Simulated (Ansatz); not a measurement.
# [AlH4]− (SMILES [AlH4-]): the energy, rung by rung

The species is [AlH4]− (5 atoms), meant as a singlet with charge -1. As SMILES, `[AlH4-]`. The shape comes from GFN2-xTB, which is rough for such elements, and wasn't checked as a minimum.

```xyz
5

Al    0.0000    0.0001   -0.0011
H     1.4435   -0.5043    0.5564
H    -1.1830   -0.6045    0.9391
H    -0.2038   -0.5171   -1.5307
H    -0.0567    1.6259    0.0362
```

Each level gives the energy change with the Al1–H2 bond stretched from 1.628 to 3.255 Å (eV). The values are calculated.

```
                       level                    kind  program  value (eV)  less FCI/3-21G  CPU time (all runs)
    SVWN5/3-21G (restricted)                     LDA   Ansatz        2.52           +0.19                1.2 s
      PBE/3-21G (restricted)                     GGA   Ansatz        2.43           +0.10                1.8 s
   revPBE/3-21G (restricted)                     GGA   Ansatz        2.37           +0.04                1.8 s
   r2SCAN/3-21G (restricted)                meta-GGA   Ansatz        2.59           +0.26                4.1 s
    BHLYP/3-21G (restricted)           global hybrid   Ansatz        2.83           +0.50                1.7 s
CAM-B3LYP/3-21G (restricted)  range-separated hybrid   Ansatz        2.79           +0.46                  2 s
  RPA@PBE/3-21G (restricted)                     RPA   Ansatz        2.22           -0.11                2.6 s
  CCSD(T)/3-21G (restricted)   coupled cluster or CI   Ansatz        2.34           +0.01               0.32 s
                   FCI/3-21G      exact in the basis   Ansatz        2.33            0.00                 23 s
```

FCI/3-21G is exact within its basis and frozen core, so for wave-function methods in that basis the difference is their error; functionals converge differently with the basis, so for them it is only a difference. Sets without diffuse functions describe the anion poorly. The first shape isn't each level's own minimum. The values span 2.22 to 2.83 eV. All rows use very small basis sets, so none should be taken for the real molecule's value. Times are those of the runs behind each value, whatever else they computed, on shared processors of several kinds: orders of magnitude only.
